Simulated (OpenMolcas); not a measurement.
A ladder of methods for BHCl2 (SMILES [H]B(Cl)Cl)

The species is BHCl2 (4 atoms), meant as a singlet with charge 0. As SMILES, `[H]B(Cl)Cl`. Geometry: relaxed at GFN2-xTB.

```xyz
4

B    -0.0673   -0.1124    0.0012
Cl    1.6334   -0.1458    0.0126
Cl   -0.8935    1.3753   -0.0175
H    -0.6726   -1.1172    0.0037
```

Each level gives the energy change with the B1–Cl2 bond stretched from 1.701 to 2.977 Å (eV). The values are calculated.

```
                     level                   kind     program  value (eV)  less FCI/STO-3G  CPU time (all runs)
 SVWN5/STO-3G (restricted)                    LDA  OpenMolcas        4.87            +0.57                5.6 s
   PBE/STO-3G (restricted)                    GGA  OpenMolcas        4.46            +0.16                6.2 s
r2SCAN/STO-3G (restricted)               meta-GGA  OpenMolcas        4.69            +0.39                8.8 s
  PBE0/STO-3G (restricted)          global hybrid  OpenMolcas        4.99            +0.69                6.4 s
B2PLYP/STO-3G (restricted)          double hybrid  OpenMolcas        4.78            +0.48                6.1 s
        CASSCF(2,2)/STO-3G         multireference  OpenMolcas        4.04            -0.26                3.5 s
     SC-NEVPT2(2,2)/STO-3G         multireference  OpenMolcas        4.34            +0.04                2.8 s
  CISD/STO-3G (restricted)  coupled cluster or CI  OpenMolcas        4.56            +0.26                  3 s
                FCI/STO-3G     exact in the basis  OpenMolcas        4.30             0.00              2.7 min
```

FCI/STO-3G is exact within its basis and frozen core, so for wave-function methods in that basis the difference is their error; functionals converge differently with the basis, so for them it is only a difference. The first shape isn't each level's own minimum. The values span 4.04 to 4.99 eV. All rows use very small basis sets, so even the best lies far from the true value. Times are those of the runs behind each value, whatever else they computed, on shared processors of several kinds: orders of magnitude only.
